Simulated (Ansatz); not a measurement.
hcp Ru was calculated with LDA (Ansatz, a quantum-chemistry and plane-wave program, PAW).

Settings: plane-wave cutoff 500 eV, 30×30×18 k mesh (along the axes of the cell as run), Fermi–Dirac smearing 0.1 eV, no spin polarisation, scalar-relativistic PAW data made under PBE.

Computed at the level's own relaxed cell.

Problem. Predict the volume per atom, lattice constant a and c axis length.

Solution. 
- volume per atom: 13.09 Å³/atom
- lattice constant a: 2.676 Å
- c axis length: 4.223 Å

Measured, for comparison: lattice constant a 2.706 Å (293 K, no zero-point or thermal correction, our sources range from 2.700 to 2.706; as tabulated in Wikipedia's data pages); lattice parameter c 4.282 Å (293 K, no zero-point or thermal correction; as tabulated in Wikipedia's data pages). Computed (rounded) less measured: lattice constant a -1.1 % (-0.9 % to -1.1 % over the range), lattice parameter c -1.4 %. A static lattice is as a rule a little smaller and stiffer than an uncorrected measurement, which narrows the difference in the lattice constant a, lattice parameter c and would widen misses of the other sign.

The result took about 2.6 core-minutes (a rough figure).
